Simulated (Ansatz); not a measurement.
`COC(F)CF` + `CC(=N)O` → `C/N=C(\C)O` + `OC(F)CF`  (substitution at a C–O bond)

Program: Ansatz. Geometries: PBE0-D4/def2-TZVP. ΔE: electronic, gas phase. CBS: MP2 limit from def2 TZ/QZ plus the TZ coupled-cluster correction, frozen cores. DFT in def2-TZVPP. B3LYP here is the variant with VWN-RPA as its local correlation; programs differ in this. HSE06 is defined as in plane-wave codes. One conformer a species, not always the lowest.

```json
{"level": "revPBE-D4", "ΔE (kJ/mol)": "-17.6", "difference from CCSD(T)/CBS": "-5.7"}
{"level": "r2SCAN-D4", "ΔE (kJ/mol)": "-12.6", "difference from CCSD(T)/CBS": "-0.7"}
{"level": "PBE0-D4", "ΔE (kJ/mol)": "-14.7", "difference from CCSD(T)/CBS": "-2.8"}
{"level": "HSE06-D4", "ΔE (kJ/mol)": "-14.6", "difference from CCSD(T)/CBS": "-2.7"}
{"level": "PBE-QIDH", "ΔE (kJ/mol)": "-13.5", "difference from CCSD(T)/CBS": "-1.6"}
{"level": "BLYP", "ΔE (kJ/mol)": "-8.4", "difference from CCSD(T)/CBS": "3.5"}
{"level": "r2SCAN", "ΔE (kJ/mol)": "-12.3", "difference from CCSD(T)/CBS": "-0.4"}
{"level": "B3LYP", "ΔE (kJ/mol)": "-8.0", "difference from CCSD(T)/CBS": "3.9"}
{"level": "LC-ωPBE", "ΔE (kJ/mol)": "-12.9", "difference from CCSD(T)/CBS": "-1.0"}
{"level": "HF/def2-SVP", "ΔE (kJ/mol)": "2.4", "difference from CCSD(T)/CBS": "14.3"}
{"level": "MP2/def2-SVP", "ΔE (kJ/mol)": "-14.7", "difference from CCSD(T)/CBS": "-2.8"}
{"level": "HF/def2-TZVPP", "ΔE (kJ/mol)": "3.8", "difference from CCSD(T)/CBS": "15.7"}
{"level": "SCS-MP2/def2-TZVPP", "ΔE (kJ/mol)": "-10.8", "difference from CCSD(T)/CBS": "1.1"}
{"level": "CCSD(T)/def2-TZVPP", "ΔE (kJ/mol)": "-10.9", "difference from CCSD(T)/CBS": "1.0"}
{"level": "MP2/CBS(def2)", "ΔE (kJ/mol)": "-16.4", "difference from CCSD(T)/CBS": "-4.5"}
{"level": "CCSD/CBS(def2)", "ΔE (kJ/mol)": "-9.8", "difference from CCSD(T)/CBS": "2.1"}
{"level": "CCSD(T)/CBS", "ΔE (kJ/mol)": "-11.9", "difference from CCSD(T)/CBS": "0"}
```

Largest T1 diagnostic among the species: 0.013.

From BLYP to BHLYP (50 % exact exchange), in def2-TZVPP and without D4, ΔE moves by +3.1 kJ/mol. Leaving LDA and LC-ωPBE aside and taking each functional with its dispersion term where it has one, the values, not all of them listed here, spread over 10.6 kJ/mol, from revPBE-D4 to BHLYP-D4. LDA lies −6.5 kJ/mol from PBE without D4.

CCSD(T)/CBS has its own doubt, a few kJ/mol and more with outer-core shells, so smaller differences from it don't rank the levels.
